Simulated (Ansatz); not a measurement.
# CH6B: the cost of one run

Method: UKS B3LYP-D4/def2-SVP, in Ansatz 0.2.0.

## Step 1: The structure to begin with

Bond lengths: B2–H4 1.164 Å, B2–H5 1.162 Å, C3–H6 1.077 Å, C3–H7 1.077 Å, C3–H8 1.077 Å. Angles: H4–B2–H5 124.2°, H6–C3–H7 113.0°, H6–C3–H8 113.0°, H7–C3–H8 113.3°.

As a file:

```xyz
8

H     0.1720    0.0637   -0.3149
B     1.5859    0.2348    0.2032
C    -1.2027   -0.1628   -0.2787
H     1.8016    1.2591    0.7116
H     2.1039   -0.7621    0.4991
H    -1.4300   -0.4603    0.7314
H    -1.6560    0.7745   -0.5542
H    -1.3747   -0.9469   -0.9974
```

## Step 2: Run 1

150 steps of 0.5 fs at constant energy, with velocities drawn for 300 K.

The input, input.yaml:

```yaml
crystal:
  periodic: [false, false, false]
  atoms:
    - { symbol: H, position_ang: [0.172, 0.0637, -0.3149] }
    - { symbol: B, position_ang: [1.5859, 0.2348, 0.2032] }
    - { symbol: C, position_ang: [-1.2027, -0.1628, -0.2787] }
    - { symbol: H, position_ang: [1.8016, 1.2591, 0.7116] }
    - { symbol: H, position_ang: [2.1039, -0.7621, 0.4991] }
    - { symbol: H, position_ang: [-1.43, -0.4603, 0.7314] }
    - { symbol: H, position_ang: [-1.656, 0.7745, -0.5542] }
    - { symbol: H, position_ang: [-1.3747, -0.9469, -0.9974] }
magnetization:
  spin_polarized: true
  initial_magnetization: 1
basis:
  gaussian: { orbitals: def2-SVP }
hamiltonian:
  xc: b3lyp
  dispersion: d4
md:
  timestep: 0.5
  n_steps: 150
  ensemble: nve
  temperature: 300.0
  initial_velocities: maxwell_boltzmann
  seed: 133158
```

Launch:

```console
$ ansatz run input.yaml --threads 1 --pin off --max-ram 2048MiB --backend cpu --events-out ev --progress --plain --runs-dir out
```

What time and memory should one allow on 1 thread of Arm Neoverse V2, shared host?

About 4.8 min, with a peak of 0.12 GiB.
